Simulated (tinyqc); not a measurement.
UHF in the sto-3g basis, for H2O+, spin multiplicity 2, step by step. One step of it, computed by the program tinyqc.

Question. Iteration 1: building the Fock matrix. J_ij = sum D_kl (ij|kl) with D = D(alpha) + D(beta), K_ij = sum D_kl (ik|jl) for each spin; F = H + J - K(s); E = tr D H + tr D J / 2 - 0.5 sum_s tr D(s) K(s) + E_nn.

D(alpha) at the start, lower triangle:
```
,1O 1s,1O 2s,1O 2px,1O 2py,1O 2pz,2H 1s,3H 1s
1O 1s,0.940698
1O 2s,-0.096683,0.462359
1O 2px,0.103633,-0.220820,0.906796
1O 2py,0.246234,-0.081671,-0.172323,0.490317
1O 2pz,0.011573,-0.398379,-0.080557,0.198681,0.638940
2H 1s,-0.012773,-0.272192,0.058236,-0.163936,-0.189682,1.196434
3H 1s,0.211260,-0.119263,-0.073347,-0.272742,0.191179,0.009300,0.593553
```

D(beta) at the start, lower triangle:
```
,1O 1s,1O 2s,1O 2px,1O 2py,1O 2pz,2H 1s,3H 1s
1O 1s,0.933466
1O 2s,-0.063464,0.309768
1O 2px,0.028246,0.125468,0.120934
1O 2py,0.258287,-0.137039,-0.046670,0.470227
1O 2pz,0.011752,-0.399199,-0.078697,0.198384,0.638936
2H 1s,-0.046983,-0.115048,-0.298383,-0.106915,-0.188838,1.034602
3H 1s,0.218074,-0.150566,-0.002307,-0.284101,0.191010,0.041538,0.587131
```

core Hamiltonian H = T + V (hartree), lower triangle:
```
,1O 1s,1O 2s,1O 2px,1O 2py,1O 2pz,2H 1s,3H 1s
1O 1s,-32.477374
1O 2s,-7.555157,-9.104112
1O 2px,0.000000,0.000000,-7.265378
1O 2py,0.000000,0.000000,0.000000,-7.349576
1O 2pz,-0.011609,-0.144339,0.000000,0.000000,-7.316599
2H 1s,-0.915407,-2.297282,0.000000,-1.383652,-1.111978,-4.145192
3H 1s,-0.915407,-2.297282,0.000000,1.383652,-1.111978,-0.731564,-4.145192
```

Two-electron integrals (ij|kl) in chemists' order, unique and non-zero (hartree):
```
i,j,k,l,(ij|kl)
1,1,1,1,4.785065
2,1,1,1,0.741380
2,1,2,1,0.136873
2,2,1,1,1.118947
2,2,2,1,0.256633
2,2,2,2,0.817206
3,1,3,1,0.024477
3,2,3,1,0.037809
3,2,3,2,0.180518
3,3,1,1,1.115814
3,3,2,1,0.256684
3,3,2,2,0.817023
3,3,3,3,0.880159
4,1,4,1,0.024477
4,2,4,1,0.037809
4,2,4,2,0.180518
4,3,4,3,0.047444
4,4,1,1,1.115814
4,4,2,1,0.256684
4,4,2,2,0.817023
4,4,3,3,0.785270
4,4,4,4,0.880159
5,1,5,1,0.024477
5,2,5,1,0.037809
5,2,5,2,0.180518
5,3,5,3,0.047444
5,4,5,4,0.047444
5,5,1,1,1.115814
5,5,2,1,0.256684
5,5,2,2,0.817023
5,5,3,3,0.785270
5,5,4,4,0.785270
5,5,5,5,0.880159
6,1,1,1,0.089985
6,1,2,1,0.016492
6,1,2,2,0.030792
6,1,3,3,0.030733
6,1,4,1,0.000581
6,1,4,2,0.001101
6,1,4,4,0.030846
6,1,5,1,0.000454
6,1,5,2,0.000859
6,1,5,4,0.000088
6,1,5,5,0.030802
6,1,6,1,0.002012
6,2,1,1,0.247341
6,2,2,1,0.057566
6,2,2,2,0.206559
6,2,3,3,0.202865
6,2,4,1,0.003393
6,2,4,2,0.027369
6,2,4,4,0.209626
6,2,5,1,0.002647
6,2,5,2,0.021347
6,2,5,4,0.005273
6,2,5,5,0.206978
6,2,6,1,0.007086
6,2,6,2,0.068004
6,3,3,1,0.005665
6,3,3,2,0.034263
6,3,4,3,0.005491
6,3,5,3,0.004282
6,3,6,3,0.009077
6,4,1,1,0.150105
6,4,2,1,0.035353
6,4,2,2,0.135478
6,4,3,3,0.129535
6,4,4,1,0.007470
6,4,4,2,0.050984
6,4,4,4,0.144677
6,4,5,1,0.001407
6,4,5,2,0.013042
6,4,5,4,0.007528
6,4,5,5,0.132066
6,4,6,1,0.004517
6,4,6,2,0.054274
6,4,6,4,0.051923
6,5,1,1,0.117076
6,5,2,1,0.027574
6,5,2,2,0.105667
6,5,3,3,0.101032
6,5,4,1,0.001407
6,5,4,2,0.013042
6,5,4,4,0.104277
6,5,5,1,0.006763
6,5,5,2,0.044435
6,5,5,4,0.008022
6,5,5,5,0.111571
6,5,6,1,0.003523
6,5,6,2,0.042332
6,5,6,4,0.033418
6,5,6,5,0.035142
6,6,1,1,0.425474
6,6,2,1,0.100586
6,6,2,2,0.416069
6,6,3,3,0.400641
6,6,4,1,0.006828
6,6,4,2,0.078051
6,6,4,4,0.429119
6,6,5,1,0.005325
6,6,5,2,0.060876
6,6,5,4,0.022212
6,6,5,5,0.417965
6,6,6,1,0.012446
6,6,6,2,0.182720
6,6,6,4,0.166605
6,6,6,5,0.129945
6,6,6,6,0.774606
7,1,1,1,0.089985
7,1,2,1,0.016492
7,1,2,2,0.030792
7,1,3,3,0.030733
7,1,4,1,-0.000581
7,1,4,2,-0.001101
7,1,4,4,0.030846
7,1,5,1,0.000454
7,1,5,2,0.000859
7,1,5,4,-0.000088
7,1,5,5,0.030802
7,1,6,1,0.001982
7,1,6,2,0.006866
7,1,6,4,0.004051
7,1,6,5,0.003418
7,1,6,6,0.011988
7,1,7,1,0.002012
7,2,1,1,0.247341
7,2,2,1,0.057566
7,2,2,2,0.206559
7,2,3,3,0.202865
7,2,4,1,-0.003393
7,2,4,2,-0.027369
7,2,4,4,0.209626
7,2,5,1,0.002647
7,2,5,2,0.021347
7,2,5,4,-0.005273
7,2,5,5,0.206978
7,2,6,1,0.006866
7,2,6,2,0.053178
7,2,6,4,0.029737
7,2,6,5,0.032124
7,2,6,6,0.113786
7,2,7,1,0.007086
7,2,7,2,0.068004
7,3,3,1,0.005665
7,3,3,2,0.034263
7,3,4,3,-0.005491
7,3,5,3,0.004282
7,3,6,3,0.006812
7,3,7,3,0.009077
7,4,1,1,-0.150105
7,4,2,1,-0.035353
7,4,2,2,-0.135478
7,4,3,3,-0.129535
7,4,4,1,0.007470
7,4,4,2,0.050984
7,4,4,4,-0.144677
7,4,5,1,-0.001407
7,4,5,2,-0.013042
7,4,5,4,0.007528
7,4,5,5,-0.132066
7,4,6,1,-0.004051
7,4,6,2,-0.029737
7,4,6,4,-0.010272
7,4,6,5,-0.017654
7,4,6,6,-0.059374
7,4,7,1,-0.004517
7,4,7,2,-0.054274
7,4,7,4,0.051923
7,5,1,1,0.117076
7,5,2,1,0.027574
7,5,2,2,0.105667
7,5,3,3,0.101032
7,5,4,1,-0.001407
7,5,4,2,-0.013042
7,5,4,4,0.104277
7,5,5,1,0.006763
7,5,5,2,0.044435
7,5,5,4,-0.008022
7,5,5,5,0.111571
7,5,6,1,0.003418
7,5,6,2,0.032124
7,5,6,4,0.017654
7,5,6,5,0.025936
7,5,6,6,0.074612
7,5,7,1,0.003523
7,5,7,2,0.042332
7,5,7,4,-0.033418
7,5,7,5,0.035142
7,6,1,1,0.071598
7,6,2,1,0.016832
7,6,2,2,0.066106
7,6,3,3,0.064524
7,6,4,4,0.065801
7,6,5,1,0.001178
7,6,5,2,0.011580
7,6,5,5,0.067919
7,6,6,1,0.002050
7,6,6,2,0.021848
7,6,6,4,0.015272
7,6,6,5,0.015331
7,6,6,6,0.063022
7,6,7,1,0.002050
7,6,7,2,0.021848
7,6,7,4,-0.015272
7,6,7,5,0.015331
7,6,7,6,0.009121
7,7,1,1,0.425474
7,7,2,1,0.100586
7,7,2,2,0.416069
7,7,3,3,0.400641
7,7,4,1,-0.006828
7,7,4,2,-0.078051
7,7,4,4,0.429119
7,7,5,1,0.005325
7,7,5,2,0.060876
7,7,5,4,-0.022212
7,7,5,5,0.417965
7,7,6,1,0.011988
7,7,6,2,0.113786
7,7,6,4,0.059374
7,7,6,5,0.074612
7,7,6,6,0.272166
7,7,7,1,0.012446
7,7,7,2,0.182720
7,7,7,4,-0.166605
7,7,7,5,0.129945
7,7,7,6,0.063022
7,7,7,7,0.774606
```

nuclear repulsion = 7.17029092 hartree

Give: Coulomb J; exchange K(alpha); exchange K(beta); F(alpha); F(beta); total energy of this density.

Answer.

Coulomb J (hartree), lower triangle:
```
,1O 1s,1O 2s,1O 2px,1O 2py,1O 2pz,2H 1s,3H 1s
1O 1s,14.526
1O 2s,2.684,6.570
1O 2px,-0.004,-0.046,6.507
1O 2py,-0.001,-0.071,-0.023,6.597
1O 2pz,-0.043,-0.097,-0.018,0.035,6.586
2H 1s,0.323,1.705,-0.014,1.146,0.897,4.134
3H 1s,0.323,1.701,-0.009,-1.150,0.877,0.575,3.904
```

exchange K(alpha) (hartree), lower triangle:
```
,1O 1s,1O 2s,1O 2px,1O 2py,1O 2pz,2H 1s,3H 1s
1O 1s,4.498
1O 2s,0.803,0.814
1O 2px,0.053,-0.193,0.944
1O 2py,0.203,-0.131,-0.126,0.691
1O 2pz,-0.085,-0.359,-0.069,0.079,0.761
2H 1s,0.113,0.187,-0.062,0.145,0.067,0.784
3H 1s,0.138,0.256,-0.060,-0.305,0.123,0.078,0.609
```

exchange K(beta) (hartree), lower triangle:
```
,1O 1s,1O 2s,1O 2px,1O 2py,1O 2pz,2H 1s,3H 1s
1O 1s,4.471
1O 2s,0.773,0.605
1O 2px,0.058,0.062,0.234
1O 2py,0.202,-0.150,-0.079,0.634
1O 2pz,-0.085,-0.348,-0.097,0.083,0.706
2H 1s,0.109,0.172,-0.106,0.140,0.059,0.713
3H 1s,0.134,0.211,0.007,-0.302,0.120,0.077,0.592
```

F(alpha) (hartree), lower triangle:
```
,1O 1s,1O 2s,1O 2px,1O 2py,1O 2pz,2H 1s,3H 1s
1O 1s,-22.449
1O 2s,-5.674,-3.348
1O 2px,-0.057,0.147,-1.703
1O 2py,-0.203,0.060,0.103,-1.444
1O 2pz,0.031,0.118,0.051,-0.044,-1.492
2H 1s,-0.706,-0.779,0.048,-0.383,-0.282,-0.795
3H 1s,-0.731,-0.853,0.051,0.539,-0.358,-0.234,-0.850
```

F(beta) (hartree), lower triangle:
```
,1O 1s,1O 2s,1O 2px,1O 2py,1O 2pz,2H 1s,3H 1s
1O 1s,-22.422
1O 2s,-5.644,-3.139
1O 2px,-0.063,-0.108,-0.993
1O 2py,-0.203,0.079,0.056,-1.386
1O 2pz,0.030,0.107,0.079,-0.048,-1.436
2H 1s,-0.701,-0.765,0.092,-0.378,-0.274,-0.723
3H 1s,-0.726,-0.807,-0.015,0.536,-0.355,-0.233,-0.833
```

total energy of this density = -69.22447 hartree
